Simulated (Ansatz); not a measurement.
Basis-set extrapolation for C4H9FO (`CCCOCF`) (PBE0-D4/def2-TZVP geometry, frozen core, Ansatz 0.2.0). Multiplicity 1, RHF reference.

```json
{"": "HF", "def2-TZVPP": "-331.141216", "def2-QZVPP": "-331.156474"}
{"": "MP2 correlation", "def2-TZVPP": "-1.180735", "def2-QZVPP": "-1.268116"}
{"": "CCSD(T) correlation", "def2-TZVPP": "-1.271786", "def2-QZVPP": "not run"}
```

Energies in hartree. Use E(X) = E(∞) + A·exp(−7.88·√X) for Hartree–Fock and E(X) = E(∞) + B·X^(−2.97) for correlation, with X = 3 and 4, and add CCSD(T) minus MP2 of the smaller set to the MP2 limit.

Question: What is the CCSD(T) energy at the basis-set limit?

Answer: HF limit: -331.156474 + (-0.015258) × 0.13774 = -331.15858. MP2 limit: -1.268116 + (-0.087381) × 0.74074 = -1.33284. Higher-order term: -1.271786 − (-1.180735) = -0.09105. Total: -332.58247 hartree, 4.61 eV below CCSD(T)/def2-TZVPP.
